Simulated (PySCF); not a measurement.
Ionisation and electron attachment of sulfur dimer

System: sulfur dimer, `[S][S]` (S2, triplet). Non-hydrogen atoms are numbered in `[S:1][S:2]`.

Computed at PBE0-D3(BJ)/ma-def2-TZVP // PBE0-D3(BJ)/ma-def2-SVP with PySCF (density fitting, grid level 2). The prefix ma- adds one diffuse s and one diffuse p function on all atoms but H. Thermal corrections: PBE0-D3(BJ)/ma-def2-SVP frequencies, unscaled, ideal gas at 298.15 K and 1 bar, quasi-RRHO entropy.

Frontier levels of the parent: HOMO -7.17 eV, LUMO -3.65 eV.

Oxidation to the radical cation:
| Item | Value |
| --- | --- |
| Vertical ionisation energy (electronic) | 9.75 eV |
| Adiabatic ionisation energy (with zero-point energy) | 9.59 eV |
| Adiabatic, electronic part | 9.58 eV |
| Vertical gap at the product's structure | 9.53 eV |
| Inner reorganisation energy (four-point) | 223 meV |
| Relaxation of product / of parent | 170 / 53 meV |
| ⟨S²⟩ of the product | 0.756 |
| Largest spin populations | S2 0.50, S1 0.50 |
| Largest changes of atomic charge | S2 0.50, S1 0.50 |
| Distances that move most (Å) | S1–S2 1.907 → 1.828 |

Vertical ionisation energy to the quartet cation: 11.71 eV. This state was not relaxed.

Reduction to the radical anion:
| Quantity | Value |
| --- | --- |
| Vertical electron affinity (electronic) | 1.48 eV |
| Adiabatic electron affinity (with zero-point energy) | 1.57 eV |
| Adiabatic, electronic part | 1.56 eV |
| Vertical gap at the product's structure | 1.81 eV |
| Inner reorganisation energy (four-point) | 332 meV |
| Relaxation of product / of parent | 88 / 244 meV |
| ⟨S²⟩ of the product | 0.756 |
| Largest spin populations | S2 0.50, S1 0.50 |
| Largest changes of atomic charge | S2 -0.50, S1 -0.50 |
| Distances that move most (Å) | S1–S2 1.907 → 2.022 |

Vertical electron affinity to the quartet anion: -0.72 eV. This state was not relaxed. The value is negative, so the extra electron is not bound, and the number hangs on the basis.

Measured values (NIST Chemistry WebBook, evaluated or the median of agreeing entries): vertical ionisation energy 9.55 eV (computed 9.75, difference 0.20); adiabatic ionisation energy 9.36 eV (computed 9.59, difference 0.23); adiabatic electron affinity 1.66 eV (computed 1.57, difference -0.09).

Run with `OMP_NUM_THREADS=1 python redox_run.py task.json out` on 1 thread of Arm Neoverse V1, a shared host. Structures, frequencies and single points: 33 s of wall time.
